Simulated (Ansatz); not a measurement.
A displaced shape of singlet CHO(+):

```
atom    x (Å)    y (Å)    z (Å)
   H  -0.0401  -0.0069  -1.5971
   C  -0.0324  -0.0041  -0.5528
   O  -0.0338  -0.0322   0.6074
```

It was optimised with HF/def2-SVP in Ansatz (development build ahead of 0.2.0) to forces under 0.001 eV/Å, with restricted orbitals. Each step stands on the lowest determinant of that kind that the program's search found.

(1) What shape does it relax to, and how does the optimisation go?

Answers

(1)

```yaml
atoms:
  - { symbol: H, position_ang: [-0.0387, -0.0021, -1.6072] }
  - { symbol: C, position_ang: [-0.0354, -0.0145, -0.5082] }
  - { symbol: O, position_ang: [-0.0322, -0.0266, 0.5728] }
```

Bond lengths: H1–C2 1.099 Å, C2–O3 1.081 Å. Angles: H1–C2–O3 180.0°.

```tsv
step	E − E(start) (eV)	largest force (eV/Å)
1	0.0000	13.6392
2	-0.5161	3.5471
3	-0.5485	0.6074
4	-0.5495	0.0763
5	-0.5497	0.0515
6	-0.5499	0.0466
7	-0.5499	0.0064
8	-0.5499	0.0001
```

The optimisation ended after 8 steps with its threshold met.
